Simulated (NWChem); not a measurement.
**Atomisation of nitrogen trifluoride (F$_{3}$N)**

```
N
F 1 1.3680
F 1 1.3681 2 102.35
F 1 1.3681 2 102.35 3 105.78
```
Charge 0, spin multiplicity 1.

Program: NWChem. All single points use one geometry, from B3LYP/def2-SVP, a minimum by its harmonic frequencies.

Basis set: def2-TZVP. The atomisation energy is electronic alone: no zero-point, thermal, spin-orbit or counterpoise terms. No value is extrapolated to the basis-set limit. Free atoms are single determinants with multiplicities F 2, N 4. Correlated methods freeze the same cores in atoms and molecule, 4 orbitals in all.

B3LYP has NWChem's definition, with VWN1-RPA local correlation. No SCF solution was tested for a lower state. Open-shell Hartree-Fock references start from PBE0 orbitals.

### Question
Order these methods by the atomisation energy they give, lowest first: MP2, HF, BLYP, TPSS, PBE, r2SCAN.

### Answer
HF (36.9 kcal/mol), MP2 (207.7 kcal/mol), r2SCAN (213.3 kcal/mol), TPSS (221.3 kcal/mol), BLYP (227.6 kcal/mol), PBE (244.6 kcal/mol)
